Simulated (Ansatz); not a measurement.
Reaction: C3H6 (SMILES C1CC1) → C3H5 (SMILES [CH]1CC1, doublet) + H (doublet) (the C-H bond breaks)
Each species at its own B3LYP-D3(BJ)/def2-TZVP minimum (Ansatz, a program for electronic structure).

Quantity: bond dissociation energy (electronic), in kcal/mol. Radicals and triplets start from unrestricted determinants; spin-orbit coupling is neglected. CBS(X,Y): correlation extrapolated as X^-3, Hartree-Fock from the larger set. A bracket is a step between two methods taken in the basis named. The functionals are non-relativistic, so their misses hold any scalar relativity. 'core' is core correlation in cc-pwCVTZ, 'X2C' scalar relativity in cc-pVTZ-DK, both at CCSD(T). For partners of very few electrons the exact lower level stands in for a higher one.

CCSD(T)/CBS(cc-pVTZ,cc-pVQZ) + [CCSDT(Q) - CCSD(T)]/cc-pVDZ + core + X2C (Ansatz) gives 116.4 kcal/mol.

Question: How far off this value is PBE/def2-TZVPD (Ansatz), in which direction, and which of these levels come nearer: r2SCAN/def2-TZVPD, B3LYP/def2-TZVPD, PBE0/def2-TZVPD, wB97M-V/def2-TZVPD, CCSD(T)/CBS(cc-pVTZ,cc-pVQZ) + core + X2C?

Answer: PBE gives 110.8 kcal/mol, 5.6 kcal/mol below it. Differences of the others: r2SCAN/def2-TZVPD (Ansatz) -6.6; B3LYP/def2-TZVPD (Ansatz) -3.4; PBE0/def2-TZVPD (Ansatz) -4.9; wB97M-V/def2-TZVPD (Ansatz) -0.7; CCSD(T)/CBS(cc-pVTZ,cc-pVQZ) + core + X2C (Ansatz) 0.1 kcal/mol. Nearer than PBE: B3LYP/def2-TZVPD, PBE0/def2-TZVPD, wB97M-V/def2-TZVPD, CCSD(T)/CBS(cc-pVTZ,cc-pVQZ) + core + X2C.
